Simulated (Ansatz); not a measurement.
The input, for Ansatz 0.2.0:

```yaml
crystal:
  periodic: [false, false, false]
  atoms:
    - {symbol: Br, position_ang: [0.000000, 0.000000, 0.000000]}
    - {symbol: Be, position_ang: [0.000000, 0.000000, 1.719000]}
basis:
  gaussian: {orbitals: 6-31G}
total_charge: 1
correlation: {method: fci, electrons: outside_noble_gas}
```

```sh
$ ansatz run in.yaml --threads 1 --pin off --events-out ev --progress --plain --max-ram 2393MiB
```

The program prints:

```
616 factors; integrals over basis functions are off by at most 1.3e-7 eV
mean field evaluation 1: about -70376.2764 eV, gradient 2.5e1 eV
mean field evaluation 2: about -70376.3865 eV, gradient 2.6e1 eV
mean field evaluation 4: about -70378.7586 eV, gradient 1.7e0 eV
mean field evaluation 8: about -70378.8208 eV, gradient 2.3e-1 eV
mean field evaluation 16: about -70378.8217 eV, gradient 5.3e-6 eV
a density is far from that of the atoms, so the factors are made again for it
637 factors; integrals over basis functions are off by at most 8.2e-8 eV
mean field evaluation 32: about -70378.7789 eV, gradient 7.1e-1 eV
mean field -70378.82172583 eV, -2586.3739939454 hartree, gradient 2.7e-6 eV, S^2 0.000000; 1 other end points of the search recorded, 0 dependent functions left out
15 core orbitals not correlated: weight in the atoms' cores, before any rotation towards them, 0.999 or more for the frozen orbitals, at most 0.000 for the correlated occupied ones
reference -70378.82172583 eV, -2586.3739939454 hartree; 4, 4 occupied and 19, 19 virtual orbitals, 637 factors
state -70380.68076367 eV, -2586.4423123261 hartree
Total energy: -70380.68076367 eV, -2586.4423123261 hartree
```

Ran on 1 thread of Arm Neoverse V2, shared host: 60 s wall, 1.3 GiB peak host memory.
